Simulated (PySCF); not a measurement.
# C₄H₇F: NMR shifts, electronic excitations and K edges in gas and solvents

Aim: compute the NMR shifts, electronic excitations and K edges of C₄H₇F (`C=CCCF`), and see what a dielectric continuum does where one was used.

Programs: PySCF 2.14.0, with density-fitted response routines of our own. Each step states its level of theory. These are calculated values for one molecule, in the gas phase or a continuum, unless marked as measured. Atoms are numbered from 0 throughout.

### 1 Starting geometry

12 atoms, charge 0, multiplicity 1; geometry from: GFN2-xTB.

Bonds of the start (Å): C0–C1 1.32, C1–C2 1.50, C2–C3 1.53, C3–F4 1.37, C0–H5 1.08, C0–H6 1.08, C1–H7 1.08, C2–H8 1.09, C2–H9 1.09, C3–H10 1.10, C3–H11 1.10.

### 2 Optimising the geometry at PBE0-D3(BJ)/def2-SVP

What the job is given:

```
{"job": {"xc": "PBE0", "basis": "def2-SVP", "d3": "d3bj", "grid": 1, "kind": "geom"}, "charge": 0, "multiplicity": 1}
C     -1.988629     0.134180    -0.114937
C     -0.810255    -0.425744    -0.306964
C      0.468600     0.336422    -0.471002
C      1.492479    -0.052936     0.592345
F      1.891653    -1.357087     0.425694
H     -2.885702    -0.449539    -0.000799
H     -2.106809     1.205041    -0.072720
H     -0.708240    -1.501823    -0.344903
H      0.896372     0.120329    -1.453856
H      0.286324     1.409476    -0.396441
H      2.396590     0.560976     0.518084
H      1.068815     0.020019     1.599471
```

Standard output:

```text
step   0  E = -255.97567027  max force = 0.015734
step   1  E = -255.97734434  max force = 0.002878
step   2  E = -255.97738221  max force = 0.000685
step   3  E = -255.97738902  max force = 0.000482
step   4  E = -255.97739400  max force = 0.000404
optimisation converged
```

Run time: 23 s. Hardware: 1 thread, shared host.

Step by step:

```csv
step,energy from step 0 (eV),largest force component (eV/Å)
0,0.0000,0.8091
1,-0.0456,0.1480
2,-0.0466,0.0352
3,-0.0468,0.0248
4,-0.0469,0.0208
```

Close pairs (by a distance rule), those that changed most:

```csv
bond,before (Å),after (Å),change (Å)
C0–H6,1.078,1.095,+0.017
C0–H5,1.076,1.093,+0.017
C0–C1,1.319,1.333,+0.015
C1–H7,1.082,1.096,+0.015
C2–H9,1.091,1.102,+0.011
C2–C3,1.527,1.516,-0.011
C2–H8,1.093,1.104,+0.011
C3–H10,1.095,1.104,+0.008
```

The end geometry stands in the next job.

```csv
at the end point,value
point group (found at 0.08 Å tolerance),C1
"rotational constants (GHz, main isotopes)","13.122, 2.656, 2.410"
dipole moment (D),1.59
```

### 3 Nuclear shieldings: PBE0/pcSseg-1 in chloroform

What the job is given:

```
{"job": {"kind": "nmr", "xc": "PBE0", "basis": "pcSseg-1", "solvent": "chloroform", "pop": true}, "charge": 0, "multiplicity": 1}
C     -2.005654     0.221410    -0.091948
C     -0.809634    -0.338499    -0.275134
C      0.481215     0.405831    -0.413006
C      1.529956    -0.043950     0.584302
F      1.818172    -1.375712     0.397318
H     -2.912264    -0.381506     0.004992
H     -2.125681     1.308373    -0.035478
H     -0.727625    -1.430268    -0.327055
H      0.892523     0.248311    -1.425725
H      0.320575     1.490094    -0.295649
H      2.461325     0.535297     0.460171
H      1.169674     0.088818     1.618823
```

Method: GIAO PBE0/pcSseg-1 NMR shielding, non-relativistic, IEF-PCM chloroform.

Standard output:

```text
coarse grid: 9776 points
cycle   1  E = -256.0562500285  dE =  3.743e-01  |g| = 4.816e-01  |ddm| = 2.854e+00
cycle   2  E = -256.0399771252  dE =  1.627e-02  |g| = 6.076e-01  |ddm| = 6.952e-01
cycle   3  E = -256.0998316363  dE = -5.985e-02  |g| = 5.561e-02  |ddm| = 3.909e-01
cycle   4  E = -256.1003405053  dE = -5.089e-04  |g| = 2.296e-02  |ddm| = 5.125e-02
cycle   5  E = -256.1004582568  dE = -1.178e-04  |g| = 4.469e-03  |ddm| = 1.912e-02
cycle   6  E = -256.1004613088  dE = -3.052e-06  |g| = 2.591e-03  |ddm| = 4.581e-03
final grid: 94040 points
cycle   7  E = -256.1378492339  dE = -2.414e-05  |g| = 7.910e-03  |ddm| = 1.900e-02
cycle   8  E = -256.1378346456  dE =  1.459e-05  |g| = 1.126e-02  |ddm| = 1.385e-02
cycle   9  E = -256.1378646625  dE = -3.002e-05  |g| = 1.310e-03  |ddm| = 8.073e-03
cycle  10  E = -256.1378650741  dE = -4.116e-07  |g| = 1.760e-04  |ddm| = 9.826e-04
cycle  11  E = -256.1378650801  dE = -5.990e-09  |g| = 9.213e-05  |ddm| = 1.643e-04
cycle  12  E = -256.1378650815  dE = -1.366e-09  |g| = 1.306e-05  |ddm| = 5.835e-05
cycle  13  E = -256.1378650815  dE = -2.603e-11  |g| = 2.355e-06  |ddm| = 1.151e-05
converged SCF energy = -256.1378650815

GIAO shielding tensors (ppm)
atom      isotropic    diamagn.    paramagn.     s11        s22        s33       span
  0 C       60.989     254.401    -193.411    -51.935     80.062    154.841    206.776
  1 C       38.512     256.526    -218.014    -90.073     40.608    165.001    255.073
  2 C      145.131     248.113    -102.982    131.942    146.573    156.877     24.935
  3 C       98.933     242.580    -143.647     63.754     81.033    152.011     88.257
  4 F      424.046     474.601     -50.555    381.643    427.555    462.941     81.298
  5 H       25.784      28.999      -3.215     23.047     24.840     29.465      6.418
  6 H       25.787      30.597      -4.811     22.560     25.293     29.508      6.948
  7 H       24.820      31.379      -6.558     22.462     23.257     28.742      6.280
  8 H       28.513      29.618      -1.105     25.259     27.276     33.003      7.744
  9 H       29.324      31.050      -1.727     25.756     28.641     33.575      7.819
 10 H       26.490      27.685      -1.195     22.153     26.739     30.579      8.426
 11 H       26.886      28.770      -1.883     22.694     27.166     30.800      8.107
```

It took 14 s on 1 thread, shared host.

Shifts follow as δ = σ(reference) − σ, with reference shieldings (ppm) from runs at the same level and on the same kind of geometry: 1H TMS 31.25, 13C TMS 185.2, 19F CFCl3 179.6. The references are single molecules in the same continuum, so shifts against H2O, NH3, PH3, H3PO4 or CFCl3 are not on the usual liquid scales and can be off by tens of ppm. Atoms listed in one row are averaged.

```csv
atoms,environment,σ (ppm),δ (ppm)
C1,alkene CH,38.5,146.7
C0,terminal =CH2 carbon,61.0,124.2
C3,sp3 CH2 bonded to F,98.9,86.2
C2,allylic sp3 CH2,145.1,40.0
H7,hydrogen on an alkene CH,24.82,6.43
H5,hydrogen on a terminal =CH2 carbon,25.78,5.46
H6,hydrogen on a terminal =CH2 carbon,25.79,5.46
"H10, H11",hydrogen on an sp3 CH2 bonded to F,26.69,4.56
"H8, H9",hydrogen on an allylic sp3 CH2,28.92,2.33
F4,fluorine on an sp3 carbon,424.0,-244.4
```

The run also stored atomic charges by several schemes (e):

```csv
atoms,Mulliken,IAO,Hirshfeld,ESP fit
C0,-0.19,-0.33,-0.11,-0.56
C1,-0.25,-0.13,-0.04,-0.06
C2,-0.25,-0.28,-0.07,-0.06
C3,0.15,0.05,0.03,0.15
F4,-0.36,-0.34,-0.13,-0.28
```

Mayer bond orders: C0–C1 1.99, C1–C2 1.01, C2–C3 1.04, C3–F4 0.87.

### 4 NMR shieldings: PBE0/pcSseg-1 in water

Same as in step 3 but for these lines:

```diff
@@ -1,2 +1,2 @@
-{"job": {"kind": "nmr", "xc": "PBE0", "basis": "pcSseg-1", "solvent": "chloroform", "pop": true}, "charge": 0, "multiplicity": 1}
+{"job": {"kind": "nmr", "xc": "PBE0", "basis": "pcSseg-1", "solvent": "water", "pop": false}, "charge": 0, "multiplicity": 1}
 C     -2.005654     0.221410    -0.091948
```

With the program's defaults for keys left out, this is: GIAO PBE0/pcSseg-1 NMR shielding, non-relativistic, IEF-PCM water.

Standard output:

```text
coarse grid: 9776 points
cycle   1  E = -256.0586194874  dE =  3.721e-01  |g| = 4.787e-01  |ddm| = 2.854e+00
cycle   2  E = -256.0436403175  dE =  1.498e-02  |g| = 5.978e-01  |ddm| = 6.732e-01
cycle   3  E = -256.1013848670  dE = -5.774e-02  |g| = 5.475e-02  |ddm| = 3.780e-01
cycle   4  E = -256.1018798290  dE = -4.950e-04  |g| = 2.231e-02  |ddm| = 4.992e-02
cycle   5  E = -256.1019912410  dE = -1.114e-04  |g| = 4.262e-03  |ddm| = 1.822e-02
cycle   6  E = -256.1019940717  dE = -2.831e-06  |g| = 2.424e-03  |ddm| = 4.263e-03
final grid: 94040 points
cycle   7  E = -256.1393760881  dE = -2.496e-05  |g| = 7.665e-03  |ddm| = 1.891e-02
cycle   8  E = -256.1393642969  dE =  1.179e-05  |g| = 1.059e-02  |ddm| = 1.303e-02
cycle   9  E = -256.1393905506  dE = -2.625e-05  |g| = 1.246e-03  |ddm| = 7.439e-03
cycle  10  E = -256.1393909145  dE = -3.639e-07  |g| = 1.655e-04  |ddm| = 9.229e-04
cycle  11  E = -256.1393909199  dE = -5.460e-09  |g| = 8.562e-05  |ddm| = 1.519e-04
cycle  12  E = -256.1393909211  dE = -1.210e-09  |g| = 1.283e-05  |ddm| = 5.389e-05
cycle  13  E = -256.1393909212  dE = -2.728e-11  |g| = 2.278e-06  |ddm| = 1.111e-05
converged SCF energy = -256.1393909212

GIAO shielding tensors (ppm)
atom      isotropic    diamagn.    paramagn.     s11        s22        s33       span
  0 C       60.928     254.466    -193.538    -52.006     79.380    155.411    207.417
  1 C       38.163     256.737    -218.574    -90.635     40.055    165.069    255.705
  2 C      145.331     248.106    -102.774    132.337    146.554    157.102     24.765
  3 C       98.592     242.733    -144.141     63.059     80.421    152.294     89.235
  4 F      426.309     474.885     -48.575    383.619    429.869    465.440     81.822
  5 H       25.746      28.988      -3.242     23.003     24.814     29.420      6.417
  6 H       25.716      30.526      -4.810     22.524     25.194     29.431      6.907
  7 H       24.813      31.445      -6.632     22.440     23.261     28.737      6.297
  8 H       28.510      29.603      -1.093     25.237     27.274     33.018      7.781
  9 H       29.210      30.926      -1.716     25.599     28.508     33.522      7.922
 10 H       26.408      27.612      -1.204     22.070     26.641     30.513      8.443
 11 H       26.843      28.744      -1.900     22.629     27.127     30.772      8.143
```

Wall time 12 s (1 thread, shared host).

In short: δ C1 147.3, C0 124.6, C3 86.9, C2 40.2, H7 6.43, H6 5.52 ppm.

### 5 Excited states and response: CAM-B3LYP/def2-SVPD

Same as in step 4 but for these lines:

```diff
@@ -1,2 +1,2 @@
-{"job": {"kind": "nmr", "xc": "PBE0", "basis": "pcSseg-1", "solvent": "water", "pop": false}, "charge": 0, "multiplicity": 1}
+{"job": {"kind": "uv", "xc": "CAM-B3LYP", "basis": "def2-SVPD", "dynamic": true, "nstates": 6, "ntriplets": 0}, "charge": 0, "multiplicity": 1}
 C     -2.005654     0.221410    -0.091948
```

With the program's defaults for keys left out, this is: TDDFT CAM-B3LYP/def2-SVPD, vertical, gas phase, core orbitals frozen in the response.

Standard output:

```text
coarse grid: 9776 points
cycle   1  E = -256.0694055529  dE =  4.392e-01  |g| = 4.675e-01  |ddm| = 4.900e+00
cycle   2  E = -256.0635322175  dE =  5.873e-03  |g| = 5.576e-01  |ddm| = 1.050e+00
cycle   3  E = -256.1136520188  dE = -5.012e-02  |g| = 4.880e-02  |ddm| = 4.503e-01
cycle   4  E = -256.1140409786  dE = -3.890e-04  |g| = 2.053e-02  |ddm| = 8.607e-02
cycle   5  E = -256.1141438727  dE = -1.029e-04  |g| = 3.652e-03  |ddm| = 4.044e-02
cycle   6  E = -256.1141472691  dE = -3.396e-06  |g| = 6.558e-04  |ddm| = 7.202e-03
final grid: 94040 points
cycle   7  E = -256.1601247501  dE = -2.442e-05  |g| = 3.877e-03  |ddm| = 7.249e-02
cycle   8  E = -256.1601240674  dE =  6.828e-07  |g| = 4.570e-03  |ddm| = 1.051e-02
cycle   9  E = -256.1601277716  dE = -3.704e-06  |g| = 3.747e-04  |ddm| = 3.960e-03
cycle  10  E = -256.1601277987  dE = -2.711e-08  |g| = 1.265e-04  |ddm| = 6.241e-04
cycle  11  E = -256.1601278028  dE = -4.131e-09  |g| = 1.622e-05  |ddm| = 2.372e-04
cycle  12  E = -256.1601278029  dE = -5.912e-11  |g| = 9.146e-06  |ddm| = 4.266e-05
converged SCF energy = -256.1601278029

Static polarisability (au): isotropic 51.987, principal 42.822 47.597 65.541

Singlet excitations
state   eV       nm        f      main configurations
  1   7.3498    168.7   0.30700   H->L 0.84, H->L+2 0.08
  2   7.4819    165.7   0.17109   H->L+1 0.76, H->L+2 0.10, H->L 0.10
  3   7.9923    155.1   0.00525   H->L+3 0.40, H->L+2 0.16, H-1->L 0.15
  4   8.0473    154.1   0.00351   H-1->L 0.47, H->L+3 0.13, H-3->L 0.12
  5   8.3394    148.7   0.00639   H->L+2 0.47, H->L+4 0.20, H->L+3 0.18
  6   8.7133    142.3   0.02666   H->L+4 0.69, H->L+3 0.19
```

It took 24 s on 1 thread, shared host.

The orbitals next to the gap, with their largest atomic shares:

```csv
orbital,eV,atoms
HOMO−3,-11.61,"C1 19 %, C2 16 %, F4 13 %"
HOMO−2,-11.36,"F4 41 %, C3 19 %, C2 17 %"
HOMO−1,-10.83,"F4 20 %, C3 16 %, C1 13 %"
HOMO,-8.95,"C0 39 %, C1 35 %, C2 8 %"
LUMO,1.12,"C0 26 %, C1 24 %, C3 11 %"
LUMO+1,1.58,"C0 24 %, C1 13 %, C2 11 %"
LUMO+2,2.07,"C0 26 %, H5 15 %, H10 11 %"
```

With each of the 6 states as a Gaussian band of 0.4 eV half-width at 1/e, the curve within the window shown has maxima at 168 nm (ε 19,000), 144 nm (ε 1,200) L/(mol cm). Beyond the last state computed it falls off for lack of states. The curve at chosen wavelengths:

(nm, ε (L/mol/cm)): (138, 631), (140, 943), (142, 1164), (144, 1224), (145, 1197), (147, 1085), (149, 992), (151, 1054), (153, 1446), (155, 2403), (156, 3173), (158, 5404), (160, 8510), (162, 12122), (164, 15550), (166, 18006), (167, 18675), (169, 18723), (171, 17173), (173, 14492), (175, 11313), (177, 8211), (178, 6817), (180, 4475), (182, 2763), (184, 1611)

Further results of this job:

```csv
property,computed
dipole moment (D),1.78
polarisability (Å³),7.70
HOMO–LUMO gap (eV),10.07
−ε(HOMO) (eV),8.95
C6 with itself (au),1155
```

### 6 TDDFT and polarisability: CAM-B3LYP/def2-SVPD in chloroform

Same as in step 5 but for these lines:

```diff
@@ -1,2 +1,2 @@
-{"job": {"kind": "uv", "xc": "CAM-B3LYP", "basis": "def2-SVPD", "dynamic": true, "nstates": 6, "ntriplets": 0}, "charge": 0, "multiplicity": 1}
+{"job": {"kind": "uv", "xc": "CAM-B3LYP", "basis": "def2-SVPD", "solvent": "chloroform", "nstates": 6, "ntriplets": 0}, "charge": 0, "multiplicity": 1}
 C     -2.005654     0.221410    -0.091948
```

Level: TDDFT CAM-B3LYP/def2-SVPD, vertical, IEF-PCM chloroform (non-equilibrium linear response), core orbitals frozen in the response.

Standard output:

```text
coarse grid: 9776 points
cycle   1  E = -256.0756582879  dE =  4.333e-01  |g| = 4.586e-01  |ddm| = 4.909e+00
cycle   2  E = -256.0720487547  dE =  3.610e-03  |g| = 5.336e-01  |ddm| = 1.020e+00
cycle   3  E = -256.1175808816  dE = -4.553e-02  |g| = 4.686e-02  |ddm| = 4.292e-01
cycle   4  E = -256.1179468309  dE = -3.659e-04  |g| = 1.972e-02  |ddm| = 8.180e-02
cycle   5  E = -256.1180409022  dE = -9.407e-05  |g| = 3.298e-03  |ddm| = 3.881e-02
cycle   6  E = -256.1180437419  dE = -2.840e-06  |g| = 5.035e-04  |ddm| = 6.951e-03
final grid: 94040 points
cycle   7  E = -256.1640090438  dE = -2.461e-05  |g| = 3.830e-03  |ddm| = 7.279e-02
cycle   8  E = -256.1640085893  dE =  4.545e-07  |g| = 4.421e-03  |ddm| = 1.031e-02
cycle   9  E = -256.1640119529  dE = -3.364e-06  |g| = 3.675e-04  |ddm| = 3.671e-03
cycle  10  E = -256.1640119786  dE = -2.564e-08  |g| = 1.208e-04  |ddm| = 6.014e-04
cycle  11  E = -256.1640119824  dE = -3.779e-09  |g| = 1.137e-05  |ddm| = 2.414e-04
cycle  12  E = -256.1640119824  dE = -4.360e-11  |g| = 4.527e-06  |ddm| = 3.458e-05
converged SCF energy = -256.1640119824

Static polarisability (au): isotropic 63.054, principal 52.298 57.968 78.895

Singlet excitations
state   eV       nm        f      main configurations
  1   7.1887    172.5   0.51200   H->L 0.94
  2   7.4666    166.1   0.08151   H->L+1 0.82, H->L+2 0.10
  3   7.9523    155.9   0.00044   H-1->L 0.62, H-3->L 0.16
  4   8.0957    153.1   0.00348   H->L+3 0.76
  5   8.3707    148.1   0.00973   H->L+2 0.68, H->L+4 0.11
  6   8.7561    141.6   0.02763   H->L+4 0.66, H-3->L 0.09
```

Wall time 20 s (1 thread, shared host).

Key values: HOMO -8.87 eV, LUMO 1.22 eV; lowest singlet 7.19 eV.

### 7 TDDFT and polarisability: CAM-B3LYP/def2-SVPD in water

Same as in step 6 but for these lines:

```diff
@@ -1,2 +1,2 @@
-{"job": {"kind": "uv", "xc": "CAM-B3LYP", "basis": "def2-SVPD", "solvent": "chloroform", "nstates": 6, "ntriplets": 0}, "charge": 0, "multiplicity": 1}
+{"job": {"kind": "uv", "xc": "CAM-B3LYP", "basis": "def2-SVPD", "solvent": "water", "nstates": 6, "ntriplets": 0}, "charge": 0, "multiplicity": 1}
 C     -2.005654     0.221410    -0.091948
```

Level: TDDFT CAM-B3LYP/def2-SVPD, vertical, IEF-PCM water (non-equilibrium linear response), core orbitals frozen in the response.

Standard output:

```text
coarse grid: 9776 points
cycle   1  E = -256.0779436574  dE =  4.311e-01  |g| = 4.559e-01  |ddm| = 4.912e+00
cycle   2  E = -256.0750188250  dE =  2.925e-03  |g| = 5.262e-01  |ddm| = 1.027e+00
cycle   3  E = -256.1191872843  dE = -4.417e-02  |g| = 4.652e-02  |ddm| = 4.243e-01
cycle   4  E = -256.1195509942  dE = -3.637e-04  |g| = 1.941e-02  |ddm| = 8.121e-02
cycle   5  E = -256.1196419920  dE = -9.100e-05  |g| = 3.219e-03  |ddm| = 3.865e-02
cycle   6  E = -256.1196447473  dE = -2.755e-06  |g| = 4.566e-04  |ddm| = 7.085e-03
final grid: 94040 points
cycle   7  E = -256.1656047524  dE = -2.467e-05  |g| = 3.831e-03  |ddm| = 7.293e-02
cycle   8  E = -256.1656043570  dE =  3.954e-07  |g| = 4.396e-03  |ddm| = 1.034e-02
cycle   9  E = -256.1656076469  dE = -3.290e-06  |g| = 3.669e-04  |ddm| = 3.601e-03
cycle  10  E = -256.1656076725  dE = -2.559e-08  |g| = 1.189e-04  |ddm| = 6.027e-04
cycle  11  E = -256.1656076762  dE = -3.679e-09  |g| = 1.096e-05  |ddm| = 2.479e-04
cycle  12  E = -256.1656076762  dE = -4.269e-11  |g| = 4.306e-06  |ddm| = 3.498e-05
converged SCF energy = -256.1656076762

Static polarisability (au): isotropic 68.721, principal 57.851 63.505 84.807

Singlet excitations
state   eV       nm        f      main configurations
  1   7.2289    171.5   0.49117   H->L 0.94
  2   7.4930    165.5   0.08473   H->L+1 0.82
  3   7.9300    156.3   0.00051   H-1->L 0.65, H-3->L 0.16
  4   8.1311    152.5   0.00129   H->L+3 0.57, H->L+2 0.27
  5   8.4026    147.6   0.01044   H->L+2 0.48, H->L+3 0.24, H->L+1 0.10
  6   8.7667    141.4   0.01296   H-3->L 0.38, H->L+4 0.31, H-1->L 0.08
```

It took 21 s on 1 thread, shared host.

In short: HOMO -8.86 eV, LUMO 1.24 eV; lowest singlet 7.23 eV.

### 8 Core excitations: BHandHLYP/aug-pcX-1+pcseg-1

Same as in step 7 but for these lines:

```diff
@@ -1,2 +1,2 @@
-{"job": {"kind": "uv", "xc": "CAM-B3LYP", "basis": "def2-SVPD", "solvent": "water", "nstates": 6, "ntriplets": 0}, "charge": 0, "multiplicity": 1}
+{"job": {"kind": "xas", "xc": "BHandHLYP", "basis": {"default": "aug-pcX-1", "H": "pcseg-1"}}, "charge": 0, "multiplicity": 1}
 C     -2.005654     0.221410    -0.091948
```

Level: core-valence-separated TDA BHandHLYP/aug-pcX-1 H:pcseg-1, K edges, non-relativistic, gas phase.

Standard output:

```text
coarse grid: 9776 points
cycle   1  E = -256.2052515842  dE =  4.542e-01  |g| = 4.814e-01  |ddm| = 3.744e+00
cycle   2  E = -256.2126985894  dE = -7.447e-03  |g| = 5.098e-01  |ddm| = 7.223e-01
cycle   3  E = -256.2509075681  dE = -3.821e-02  |g| = 4.713e-02  |ddm| = 2.968e-01
cycle   4  E = -256.2512320262  dE = -3.245e-04  |g| = 2.044e-02  |ddm| = 6.130e-02
cycle   5  E = -256.2513276132  dE = -9.559e-05  |g| = 3.996e-03  |ddm| = 2.568e-02
cycle   6  E = -256.2513311956  dE = -3.582e-06  |g| = 9.666e-04  |ddm| = 4.985e-03
final grid: 94040 points
cycle   7  E = -256.2812807726  dE = -6.584e-05  |g| = 3.337e-03  |ddm| = 3.583e-02
cycle   8  E = -256.2812807065  dE =  6.613e-08  |g| = 3.172e-03  |ddm| = 6.484e-03
cycle   9  E = -256.2812827029  dE = -1.996e-06  |g| = 4.549e-04  |ddm| = 3.026e-03
cycle  10  E = -256.2812827350  dE = -3.206e-08  |g| = 1.849e-04  |ddm| = 4.940e-04
cycle  11  E = -256.2812827431  dE = -8.070e-09  |g| = 2.010e-05  |ddm| = 1.706e-04
cycle  12  E = -256.2812827431  dE = -8.197e-11  |g| = 1.169e-05  |ddm| = 2.925e-05
converged SCF energy = -256.2812827431

C K edge
   eV          f      from atoms
  282.618   0.05284   C0
  282.660   0.06934   C1
  285.673   0.00881   C2
  285.707   0.00942   C0
  286.000   0.01562   C2
  286.117   0.02151   C0
  286.230   0.02134   C1
  286.461   0.02428   C2
  286.860   0.00057   C1
  286.931   0.05453   C3
  286.981   0.00567   C0
  287.084   0.00021   C0
  287.206   0.00399   C2
  287.252   0.00174   C1
  287.317   0.00151   C1
  287.339   0.00016   C2
  287.480   0.00495   C0
  287.628   0.00294   C2
  287.810   0.01652   C3
  287.912   0.00497   C0

F K edge
   eV          f      from atoms
  685.435   0.02530   F4
  686.460   0.00877   F4
  687.083   0.00128   F4
  687.206   0.00291   F4
  687.393   0.00438   F4
  687.498   0.00242   F4
  688.177   0.00095   F4
  688.374   0.00430   F4
```

Run time: 18 s. Hardware: 1 thread, shared host.

### 9 Side by side: NMR shifts

Shifts (ppm) of some atoms, chosen among heavy atoms and hydrogens apart, means over like atoms, with basis size and wall time:

```csv
run,C1,C0,C3,C2,H6,H10,F4,functions,time
PBE0/pcSseg-1 in chloroform,146.7,124.2,86.2,40.0,5.46,4.56,-244.4,120,14 s
PBE0/pcSseg-1 in water,147.3,124.6,86.9,40.2,5.52,4.61,-245.7,120,12 s
```

The continuum's effect on the ground state:

```csv
solvent,ε,polarisation energy (Eh),μ (D)
chloroform,4.71,-0.0041,2.01
water,78.36,-0.0059,2.15
```

### 10 Run by run: electronic excitations

Excitations and ground-state properties, with basis size and wall time:

```csv
run,lowest singlet (eV),brightest (eV),f,gap (eV),α (Å³),μ (D),functions,time
CAM-B3LYP/def2-SVPD,7.35,7.35,0.307,10.07,7.70,1.78,159,24 s
CAM-B3LYP/def2-SVPD in chloroform,7.19,7.19,0.512,10.09,9.34,2.12,159,20 s
CAM-B3LYP/def2-SVPD in water,7.23,7.23,0.491,10.10,10.18,2.29,159,21 s
```

The continuum's effect on the ground state:

```csv
solvent,ε,polarisation energy (Eh),μ (D)
chloroform,4.71,-0.0043,2.12
water,78.36,-0.0063,2.29
```

### 11 Outcome

| quantity | value |
| --- | --- |
| point group | C1 |
| rotational constants (main isotopes) | 13.12, 2.66, 2.41 GHz |
| 13C shifts against TMS (PBE0/pcSseg-1, chloroform) | 146.7, 124.2, 86.2, 40.0 ppm |
| 1H shifts against TMS (PBE0/pcSseg-1, chloroform, means over atoms taken as alike) | 6.43, 5.46, 5.46, 4.56, 2.33 ppm |
| 19F shifts against CFCl3 (PBE0/pcSseg-1, chloroform) | -244.4 ppm |
| lowest singlet (CAM-B3LYP/def2-SVPD) | 7.35 eV (169 nm), f = 0.307 |
| C K edge | first line 282.62 eV, strongest 282.66 eV (f = 0.069) |
| F K edge | first line 685.43 eV, strongest 685.43 eV (f = 0.025) |
| range of the shift of F4 | -245.7 to -244.4 ppm |
| range of the lowest singlet | 7.19 to 7.35 eV |

In words: C1 (alkene CH) lies farthest downfield among carbon, at 146.7 ppm; an sp2 carbon of a C=C bond. At PBE0/pcSseg-1: The largest span, 255 ppm, is at C1, where the paramagnetic term is -218 ppm. The first singlet state (HOMO→LUMO 0.84, HOMO→LUMO+2 0.08) lies at 7.35 eV and is bright. At the C edge the strongest single line lifts a 1s electron of C1 into several orbitals, led by LUMO+2 (weight 0.29), 0.0 eV above the first line. Absolute edge energies from this method are off by several eV; spacings are better. In ppm, F4 moves most: its shift spreads over 1.3 ppm, from -245.7 (PBE0/pcSseg-1 in water) to -244.4 (PBE0/pcSseg-1 in chloroform). The lowest singlet runs from 7.19 eV (CAM-B3LYP/def2-SVPD in chloroform) to 7.35 eV (CAM-B3LYP/def2-SVPD), while the orbital gap spans 10.07 to 10.10 eV. The lowest state need not be the same one in every run.
